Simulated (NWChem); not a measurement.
Species: dimethylamine (C₂H₇N); SMILES CNC

B3LYP is NWChem's, with the RPA form of VWN correlation.

Q: Give the equilibrium geometry at B3LYP/6-31G* (spherical d) (NWChem) as a list of bonds and angles, with the point group.

A: point group Cs; any orientation.
Bond lengths (Å): C1–N2 1.458, C1–H4 1.107, C1–H5 1.097, C1–H6 1.095, N2–C3 1.458, N2–H7 1.018, C3–H8 1.107, C3–H9 1.095, C3–H10 1.097. Angles (°): N2–C1–H4 114.4, N2–C1–H5 109.2, N2–C1–H6 109.6, H4–C1–H5 107.4, H4–C1–H6 108.3, H5–C1–H6 107.7, C1–N2–C3 112.6, C1–N2–H7 109.0, C3–N2–H7 109.0, N2–C3–H8 114.4, N2–C3–H9 109.6, N2–C3–H10 109.2, H8–C3–H9 108.3, H8–C3–H10 107.4, H9–C3–H10 107.7.
